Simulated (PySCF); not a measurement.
# How the method changes the constants of NaSi

State: ⁴Σ⁻ (quartet), unpaired electrons σ ↑, π ↑↑. Set-up: Na 6-311G(d,p), Si 6-311G(d,p); no relativity (PySCF 2.14). De refers to Na + Si in their high-spin ground configurations, without counterpoise correction. The functionals are run spin-unrestricted. A positive dipole means Na(−)Si(+).

```csv
Level,Re (Å),ωe (cm⁻¹),De (eV),μ (D)
UHF,2.743,257,0.94,-8.58
UHF-MP2,2.697,272,1.25,n/a
UHF-SCS-MP2,2.702,270,1.13,n/a
UHF-CCSD,2.694,272,1.22,n/a
UHF-CCSD(T),2.692,272,1.25,n/a
PBE,2.724,245,1.44,-6.78
PW91,2.720,246,1.46,-6.83
BLYP,2.752,231,1.16,-6.26
r²SCAN,2.716,255,1.57,-7.58
TPSSh,2.716,254,1.49,-7.51
PBE0,2.707,255,1.41,-7.42
CAM-B3LYP,2.689,258,1.17,-7.37
```

The bond length runs from 2.689 Å (CAM-B3LYP) to 2.752 Å (BLYP). De spans 0.94 eV (UHF, mean field) to 1.57 eV (r²SCAN, meta-GGA). Correlation at CCSD(T) changes the Hartree–Fock bond energy by +0.31 eV; the triples alone change it by +0.03 eV.

Correlated steps freeze 6 core orbitals. The state is the lowest determinant that a PBE0 search found; another state may lie lower at other levels.

The whole job (state search and all levels along the bond) took about 2.3 min on 1 thread of Arm Neoverse V1 (shared host), peak memory 0.63 GiB.
